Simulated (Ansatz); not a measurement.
# doublet [H2S2]+ at 6 levels

Wanted: a comparison of 6 runs (U-revPBE/STO-3G, UB2PLYP/STO-3G, UB3LYP/STO-3G, UBLYP/STO-3G, UCAM-B3LYP/STO-3G, UCCSDTQ/STO-3G) of doublet [H2S2]+. 

The results are computed with Ansatz 0.2.0.

44 further runs of the same task are left out: 10 that didn't finish, 34 set aside as unsound or not needed.

**1. The molecule**

The species is [H2S2]+ (4 atoms), meant as a doublet with charge +1. As SMILES of the parent species, `SS`. The coordinates come from a PBE0-D4/def2-TZVP relaxation. That shape belongs to the parent species and isn't relaxed for this state.

Bond lengths: S1–S2 2.046 Å, S1–H3 1.347 Å, S2–H4 1.347 Å. Angles: S1–S2–H4 98.6°, S2–S1–H3 98.6°.

**2. The energy at U-revPBE/STO-3G (run 1)**

run.yaml reads:

```yaml
crystal:
  periodic: [false, false, false]
  atoms:
    - {symbol: S, position_ang: [0.784480, -0.789210, 0.166690]}
    - {symbol: S, position_ang: [0.060220, 1.121560, 0.067360]}
    - {symbol: H, position_ang: [-0.225420, -1.352590, 0.856880]}
    - {symbol: H, position_ang: [-0.619290, 1.020250, -1.090950]}
basis:
  gaussian:
    orbitals: STO-3G
total_charge: 1
magnetization:
  spin_polarized: true
  initial_magnetization: 1
hamiltonian:
  xc: {name: revPBE}
accuracy: high
```

Command:

```
$ ansatz run run.yaml --threads 1 --pin off --max-ram 3480MiB --events-out events.jsonl --progress --plain --runs-dir runs
```

Output:

```text
Warning: RAYON_NUM_THREADS=1 ignored (pool sized by the plan → 1); use --threads N
Functional definition: revPBE
  name "revPBE"
  parameter kappa = 1.245
  parameter beta = 0.06672455060314922
  exchange = pbe_x(kappa = kappa, mu = beta*pi^2/3)
  correlation = pbe_c(beta = beta)
344 factors; integrals over basis functions are off by at most 1.3e-8 eV
mean field evaluation 1: about -21451.2944 eV, gradient 4.8e0 eV
mean field evaluation 2: about -21448.1963 eV, gradient 1.8e1 eV
mean field evaluation 4: about -21450.4315 eV, gradient 9.3e0 eV
mean field evaluation 8: about -21451.5494 eV, gradient 1.5e-4 eV
mean field evaluation 16: about -21451.5613 eV, gradient 1.9e-2 eV
mean field -21451.56128524 eV, -788.3303368419 hartree, gradient 1.1e-8 eV, S^2 0.750185; 4 other end points of the search recorded, 0 dependent functions left out
reference -21451.56128727 eV, -788.3303369166 hartree; 17, 16 occupied and 3, 4 virtual orbitals, 344 factors
Total energy: -21451.56128727 eV, -788.3303369166 hartree
```

It took 1.4 s on 1 thread of Intel Xeon 6975P-C (Granite Rapids), shared host; peak memory 0.15 GiB.

**3. A single-point energy at UB2PLYP/STO-3G (run 2)**

molecule.yaml reads:

```yaml
basis:
  gaussian:
    orbitals: STO-3G
crystal:
  periodic: [false, false, false]
  atoms:
    - {symbol: S, position_ang: [0.784480, -0.789210, 0.166690]}
    - {symbol: S, position_ang: [0.060220, 1.121560, 0.067360]}
    - {symbol: H, position_ang: [-0.225420, -1.352590, 0.856880]}
    - {symbol: H, position_ang: [-0.619290, 1.020250, -1.090950]}
total_charge: 1
magnetization:
  spin_polarized: true
  initial_magnetization: 1
hamiltonian:
  xc: {name: B2PLYP}
correlation:
  frozen_orbitals: {H: 0, S: 5}
accuracy: high
```

Command:

```
$ ansatz run molecule.yaml --threads 1 --pin off --max-ram 3480MiB --events-out events.jsonl --progress --plain --runs-dir runs
```

Output (excerpt; [...] marks lines left out):

```text
Warning: RAYON_NUM_THREADS=1 ignored (pool sized by the plan → 1); use --threads N
Functional definition: B2PLYP
  name "B2PLYP"
[...]
344 factors; integrals over basis functions are off by at most 1.3e-8 eV
[...]
mean field -21446.00281742 eV, -788.1260669175 hartree, gradient 2.4e-8 eV, S^2 0.753378; 2 other end points of the search recorded, 0 dependent functions left out
10 core orbitals not correlated: weight in the atoms' cores, before any rotation towards them, 1.000 or more for the frozen orbitals, at most 0.000 for the correlated occupied ones
reference -21446.00283344 eV, -788.1260675061 hartree; 7, 6 occupied and 3, 4 virtual orbitals, 344 factors
second order -1.85995775 eV of doubles, -0.00000000 eV of singles
Total energy: -21446.50502204 eV, -788.1445225966 hartree
```

Wall time 1 s (1 thread of Intel Xeon 6975P-C (Granite Rapids), shared host); peak memory 0.15 GiB.

**4. The energy at UB3LYP/STO-3G (run 3)**

job.yaml reads:

```yaml
crystal:
  periodic: [false, false, false]
  atoms:
    - symbol: S
      position_ang: [0.784480, -0.789210, 0.166690]
    - symbol: S
      position_ang: [0.060220, 1.121560, 0.067360]
    - symbol: H
      position_ang: [-0.225420, -1.352590, 0.856880]
    - symbol: H
      position_ang: [-0.619290, 1.020250, -1.090950]
basis:
  gaussian: {orbitals: STO-3G}
total_charge: 1
magnetization: {spin_polarized: true, initial_magnetization: 1}
hamiltonian: {xc: {name: B3LYP}}
accuracy: high
```

Command:

```
$ ansatz run job.yaml --threads 1 --pin off --max-ram 3480MiB --events-out events.jsonl --progress --plain --runs-dir runs
```

Output:

```text
Warning: RAYON_NUM_THREADS=1 ignored (pool sized by the plan → 1); use --threads N
Functional definition: B3LYP
  name "B3LYP"
  parameter a0 = 0.2
  parameter ax = 0.72
  parameter ac = 0.81
  exchange = (1 - a0 - ax)*slater_x + ax*b88_x + a0*exact_x
  correlation = (1 - ac)*vwn_rpa_c + ac*lyp_c
344 factors; integrals over basis functions are off by at most 1.3e-8 eV
mean field evaluation 1: about -21455.1551 eV, gradient 3.6e0 eV
mean field evaluation 2: about -21455.1175 eV, gradient 4.7e0 eV
mean field evaluation 4: about -21455.3131 eV, gradient 3.7e-1 eV
mean field evaluation 8: about -21455.3050 eV, gradient 5.6e-2 eV
mean field evaluation 16: about -21455.3051 eV, gradient 3.7e-6 eV
mean field evaluation 32: about -21455.3025 eV, gradient 1.4e-2 eV
mean field -21455.30505080 eV, -788.4679176887 hartree, gradient 1.5e-8 eV, S^2 0.752271; 3 other end points of the search recorded, 0 dependent functions left out
reference -21455.30507569 eV, -788.4679186034 hartree; 17, 16 occupied and 3, 4 virtual orbitals, 344 factors
Total energy: -21455.30507569 eV, -788.4679186034 hartree
```

Run time: 1.6 s. Hardware: 1 thread of Intel Xeon 6975P-C (Granite Rapids), shared host; peak memory 0.15 GiB.

Runs 4 to 5 aren't shown in full; the table further down has their settings and results.

**5. A single-point energy at UCCSDTQ/STO-3G (run 6)**

input.yaml reads:

```yaml
crystal:
  periodic: [false, false, false]
  atoms:
    - {symbol: S, position_ang: [0.784480, -0.789210, 0.166690]}
    - {symbol: S, position_ang: [0.060220, 1.121560, 0.067360]}
    - {symbol: H, position_ang: [-0.225420, -1.352590, 0.856880]}
    - {symbol: H, position_ang: [-0.619290, 1.020250, -1.090950]}
basis:
  gaussian: {orbitals: STO-3G}
total_charge: 1
accuracy: high
scf: {omitted_lower_state_checks: [cluster_reference, increment]}
correlation: {method: ccsdtq, frozen_orbitals: {H: 0, S: 5}}
magnetization: {spin_polarized: true, initial_magnetization: 1}
```

Command:

```
$ ansatz run input.yaml --threads 1 --pin off --max-ram 3480MiB --events-out events.jsonl --progress --plain --runs-dir runs
```

Output:

```text
Warning: RAYON_NUM_THREADS=1 ignored (pool sized by the plan → 1); use --threads N
[... 12 lines left out ...]
10 core orbitals not correlated: weight in the atoms' cores, before any rotation towards them, 1.000 or more for the frozen orbitals, at most 0.000 for the correlated occupied ones
[... 56 lines left out ...]
Total energy: -21424.32392217 eV, -787.3293822114 hartree
Checks for a lower state left out: cluster_reference, increment
```

Wall time 20 s (1 thread of Intel Xeon 6975P-C (Granite Rapids), shared host); peak memory 0.27 GiB.

**6. All runs side by side**

| run | level | frozen core orbitals | energy (Eh) | ⟨S²⟩ | wall time |
| --- | --- | --- | --- | --- | --- |
| 1 | U-revPBE/STO-3G | – | -788.330337 | 0.750 | 1.4 s |
| 2 | UB2PLYP/STO-3G | 10 | -788.144523 | 0.753 | 1 s |
| 3 | UB3LYP/STO-3G | – | -788.467919 | 0.752 | 1.6 s |
| 4 | UBLYP/STO-3G | – | -788.394875 | 0.750 | 1.4 s |
| 5 | UCAM-B3LYP/STO-3G | – | -788.429004 | 0.755 | 1.6 s |
| 6 | UCCSDTQ/STO-3G | 10 | -787.329382 | 0.761 | 20 s |

**7. Summary of results**

| quantity | value |
| --- | --- |
| run 6: total energy | -787.32938 Eh |
| run 6: correlation energy (10 core orbitals frozen) | -72.0 mEh |
| run 6: ⟨S²⟩ of the reference determinant | 0.761 |
| run 6: T1 diagnostic | 0.107 |

Totals of different functionals can't be ranked against each other. In runs 1, 2, 3, 4, 5, 6 the basis is minimal, so the values are rough. All runs together took 27 s, the longest 20 s.
